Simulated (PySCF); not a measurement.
C5H12O.
Bonds: C1–O2, O2–C3, C3–C4, C3–C5, C3–C6. Hydrogens: H7, H8, H9 on C1; H10, H11, H12 on C4; H13, H14, H15 on C5; H16, H17, H18 on C6.

Computed by this run: PBE0-D3(BJ)/def2-SVP geometry optimisation, gas phase (PySCF); density fitting, grid level 1; the optimiser is geomeTRIC in internal coordinates, started from an MMFF94s structure with every atom displaced at random (about 0.03 Å).

Step 0: E = -7412.9725 eV
```
atom  x, y, z in Å  |  force x, y, z in eV/Å
C1      2.1160   -0.1100    0.5424   -2.553   5.337   1.132
O2      0.7516    0.2887    0.9902    1.050  -0.481  -0.302
C3     -0.3788    0.0774    0.0629    2.927  -0.837   0.482
C4     -0.3509   -1.4250   -0.2721   -7.399   1.590   2.701
C5     -1.5856    0.4868    0.8307   -1.028   0.698   0.263
C6     -0.2031    0.9496   -1.1745   -0.342   0.585   0.513
H7      2.1890   -1.0982    0.3052    0.341  -3.280  -0.844
H8      2.8300    0.2153    1.3235   -0.454  -0.471   0.172
H9      2.3361    0.5950   -0.2773    0.360  -0.620  -0.468
H10    -1.3888   -1.6183   -0.7922    1.788   0.023   0.564
H11     0.3515   -1.7532   -0.8750    4.146  -1.562  -3.343
H12    -0.4245   -2.0401    0.6517    0.329   0.370  -0.247
H13    -1.7592   -0.0283    1.7568    0.302  -0.944   0.729
H14    -2.5352    0.3892    0.2856    0.150  -0.045  -0.408
H15    -1.5260    1.5253    1.1616    0.248   0.443  -0.233
H16     0.6420    0.6438   -1.7724    0.398  -0.433  -0.552
H17     0.0100    2.0114   -0.9100   -0.334  -0.438   0.142
H18    -1.1303    0.9074   -1.7595    0.070   0.067  -0.302
```

Step 1: E = -7413.8590 eV
```
atom  x, y, z in Å  |  force x, y, z in eV/Å
C1      2.0424   -0.0362    0.5854   -0.690  -0.842  -0.109
O2      0.7470    0.3466    0.9877    0.466  -0.451  -0.393
C3     -0.3319    0.0793    0.0853    0.152   0.408   0.395
C4     -0.4266   -1.3845   -0.2727    0.884  -0.730  -1.658
C5     -1.5595    0.4990    0.8907   -0.090   0.038   0.159
C6     -0.2198    0.9217   -1.1916    0.125   0.118   0.206
H7      2.1865   -1.1454    0.3857   -0.367   0.842   0.194
H8      2.7121    0.2252    1.3922    0.363   0.183   0.547
H9      2.3754    0.5029   -0.3010    0.157   0.235  -0.498
H10    -1.3434   -1.5082   -0.8756   -0.004  -0.201   0.198
H11     0.4222   -1.7169   -1.0031   -1.170   0.423   1.412
H12    -0.4775   -2.0349    0.6156    0.122   0.021  -0.132
H13    -1.6105   -0.0495    1.8519    0.085   0.054  -0.280
H14    -2.4881    0.3150    0.3307    0.003  -0.007  -0.015
H15    -1.5082    1.5727    1.1311    0.039  -0.038  -0.026
H16     0.6192    0.5998   -1.8301   -0.082  -0.048   0.019
H17    -0.0467    1.9759   -0.9252   -0.071   0.000  -0.010
H18    -1.1488    0.8544   -1.7791    0.076  -0.005  -0.008
```

Task: Estimate the geometry and energy of step 2. (The exact step hangs on the optimiser's Hessian estimate; all steps are aligned on step 1, rigid shifts and turns removed.)

Result: E = -7413.9837 eV, largest force 1.017 eV/Å
```
atom  x, y, z in Å  |  force x, y, z in eV/Å
C1      2.0243   -0.0227    0.5584    0.119  -0.309   0.037
O2      0.7482    0.3307    0.9794   -0.128  -0.098  -0.034
C3     -0.3330    0.0753    0.0868   -0.067   0.158   0.060
C4     -0.4358   -1.4057   -0.2786    0.665  -0.199  -0.744
C5     -1.5605    0.5038    0.8816   -0.022  -0.007   0.031
C6     -0.1985    0.9376   -1.1689    0.027  -0.025   0.001
H7      2.1211   -1.1161    0.3605    0.043   0.288   0.033
H8      2.7132    0.2312    1.3800   -0.011   0.000  -0.092
H9      2.3492    0.5213   -0.3496    0.029  -0.013   0.028
H10    -1.3464   -1.5899   -0.8693   -0.032   0.028   0.084
H11     0.4221   -1.7415   -0.9341   -0.632   0.253   0.621
H12    -0.4671   -2.0349    0.6209    0.028  -0.028   0.056
H13    -1.6121   -0.0634    1.8229   -0.007  -0.008  -0.016
H14    -2.4870    0.3354    0.3128    0.021  -0.003  -0.005
H15    -1.4925    1.5721    1.1359    0.019  -0.013  -0.004
H16     0.6416    0.6120   -1.8010   -0.028  -0.001  -0.029
H17    -0.0272    1.9877   -0.8871   -0.029  -0.012   0.013
H18    -1.1158    0.8844   -1.7729    0.007  -0.011  -0.040
```

The energy changes by -0.1247 eV. The first-order estimate −F·Δx gives -0.2139 eV and the mean of the old and new forces, exact on a quadratic surface, -0.1241 eV. The step makes an angle of 70° with the force vector and moves no atom by more than 0.082 Å.

The cost below is that of the whole optimisation. The run took 39 s of wall time on an Arm Neoverse V2 with one thread, shared host, and the process peaked at 0.64 GiB of memory.
